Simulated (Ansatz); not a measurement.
Mulliken charges of C2H3ClF2O, SMILES `COC(F)(F)Cl` from B3LYP/def2-TZVPP in Ansatz (PBE0-D4/def2-TZVP geometry).

```
atom   x (Å)   y (Å)   z (Å)  charge (e)
  C1   0.592  -1.101  -0.055      -0.160
  O2   0.152  -0.007   0.756      -0.257
  C3  -0.494   0.964   0.105       0.462
  F4  -1.599   0.512  -0.515      -0.177
  F5   0.263   1.518  -0.861      -0.177
 Cl6  -0.952   2.209   1.260      -0.072
  H7  -0.258  -1.599  -0.524       0.126
  H8   1.089  -1.783   0.630       0.131
  H9   1.296  -0.759  -0.814       0.126
```

Q: By hand: the dipole of these point charges (1 e Å = 4.8032 D).

A: Σ q r = (0.216, -0.426, -0.070) e Å, of length 0.483 e Å = 2.32 D.

Q: How does the dipole of the full density compare? (Estimate.)

A: Computed: (0.204, -0.404, -0.078) e Å, 2.21 D; the point charges give 1.05 times that, at 1° from its direction.

Point charges leave out the atoms' own dipoles, such as those of lone pairs, and Mulliken's split depends on the basis, so the close match here is no proof of good charges.

B3LYP here is the variant with VWN-RPA as its local correlation; programs differ in this.
